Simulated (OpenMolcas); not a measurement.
# SiO2 (SMILES O=[Si]=O) at SSB-D (no dispersion term)/def2-TZVPD

Aim: the vertical electron affinity of SiO2 at SSB-D (no dispersion term)/def2-TZVPD, from 2 runs. 

Program for the calculation: OpenMolcas 26.06.

### Step 1. The molecule

SiO2 has 3 atoms, charge 0, and is taken as a singlet. As SMILES, `O=[Si]=O`. The coordinates come from a GFN2-xTB relaxation.

Bond lengths: O1–Si2 1.491 Å, Si2–O3 1.491 Å. Angles: O1–Si2–O3 179.9°.

### Step 2. A single-point energy at SSB-D (no dispersion term)/def2-TZVPD

File job.inp:

```
* O2Si Kohn-Sham DFT
&GATEWAY
BASLIB
$CurrDir
COORD
3
bohr
O      1.30623539     2.30034471     0.97082790
Si    -0.00137950     0.00083148    -0.00030236
O     -1.30487479    -2.30119509    -0.97052554
BASIS
def2-TZVPD
GROUP
NoSym
&SEWARD
&SCF
KSDFT
SSBD
PRORBITALS
0
```

The basis set def2-TZVPD is read from a file made from the Basis Set Exchange's data (not shown).

The run is started by

```bash
export MOLCAS_MEM=1860
pymolcas job.inp > job.log
```

Log, shortened:

```text
--- Start Module: gateway ---
[...]
--- Stop Module: gateway /rc=_RC_ALL_IS_WELL_ ---
--- Start Module: seward ---
[...]
      Basis functions          123
--- Stop Module: seward /rc=_RC_ALL_IS_WELL_ ---
[...]
--- Start Module: scf ---
[...]
 ###    WARNING:  Find_Functional: Dispersion corrections are                ###
 ###    not implemented!                                                     ###
 ###############################################################################
[...]
       Convergence after  13 Iterations
[...]
::    Total KS-DFT energy                            -442.1398404864
[...]
      Total spin, S                                     0.0000000000
[...]
      Total electronic charge=   30.000000
      Total            charge=   -0.000000
[...]
      Dipole Moment (debye):
      Origin of the operator (angstrom)=   -0.0001    0.0001   -0.0000
                   X= -5.3523E-03               Y=  3.2325E-03               Z= -1.1858E-03           Total=  6.3641E-03
      Quadrupole Moment (debye*angstrom):
[...]
--- Stop Module: scf /rc=_RC_ALL_IS_WELL_ ---
[...]
```

It took 20 s on 1 thread of Arm Neoverse V1, shared host; peak memory 0.8 GiB.

### Step 3. The doublet anion

File job.input:

```
* O2Si Kohn-Sham DFT
>>> EXPORT MOLCAS_PRINT=2

&GATEWAY
 BasLib=$CurrDir
 Coord
 3
 bohr
 O      1.30623539     2.30034471     0.97082790
 Si    -0.00137950     0.00083148    -0.00030236
 O     -1.30487479    -2.30119509    -0.97052554
 Basis=def2-TZVPD
 Group=NoSym

&SEWARD

&SCF
 UHF
 Charge=-1
 Spin=2
 KSDFT=SSBD
 PrOrbitals=0
```

The basis set def2-TZVPD is read from a file made from the Basis Set Exchange's data (not shown).

The run is started by

```bash
export MOLCAS_MEM=1860
pymolcas job.input > job.log
```

Log, shortened:

```text
--- Start Module: gateway ---
[...]
--- Stop Module: gateway /rc=_RC_ALL_IS_WELL_ ---
--- Start Module: seward ---
[...]
      Basis functions          123
--- Stop Module: seward /rc=_RC_ALL_IS_WELL_ ---
[...]
--- Start Module: scf ---
[...]
 ###    WARNING:  Find_Functional: Dispersion corrections are                ###
 ###    not implemented!                                                     ###
 ###############################################################################
[...]
       Convergence after  17 Iterations
[...]
::    Total KS-DFT energy                            -442.1940224975
[...]
      Total spin, S                                     0.5048127098
[...]
      Total electronic charge=   31.000000
      Total            charge=   -1.000000
[...]
      Dipole Moment (debye):
      Origin of the operator (angstrom)=   -0.0001    0.0001   -0.0000
                   X=  1.5382E-03               Y= -1.4132E-03               Z=  2.3397E-04           Total=  2.1019E-03
      Center of Charge (angstrom)
[...]
--- Stop Module: scf /rc=_RC_ALL_IS_WELL_ ---
[...]
```

Wall time 28 s (1 thread of Arm Neoverse V1, shared host); peak memory 0.8 GiB.

### Step 4. Outcome

Level: SSB-D (no dispersion term)/def2-TZVPD.

```
                                         quantity          value
                       singlet SiO2: total energy  -442.13984 Eh
                      singlet SiO2: dipole moment         0.01 D
                        singlet SiO2: HOMO energy       -8.56 eV
                        singlet SiO2: LUMO energy       -4.33 eV
                      singlet SiO2: HOMO–LUMO gap        4.23 eV
                      doublet anion: total energy  -442.19402 Eh
doublet anion: HOMO energy (highest over α and β)        1.23 eV
 doublet anion: LUMO energy (lowest over α and β)        2.16 eV
                              doublet anion: ⟨S²⟩          0.760
vertical electron affinity (to the doublet anion)       1.474 eV
```

**Reading.** At fixed nuclei the extra electron is bound by 1.47 eV (34 kcal/mol). Mulliken charges (singlet SiO2) run from -0.36 on O1 to +0.72 on Si2; in a basis this large or diffuse they mean little. The HOMO (doublet anion) lies at positive energy, 1.23 eV; only total energies tell whether the electron is bound.
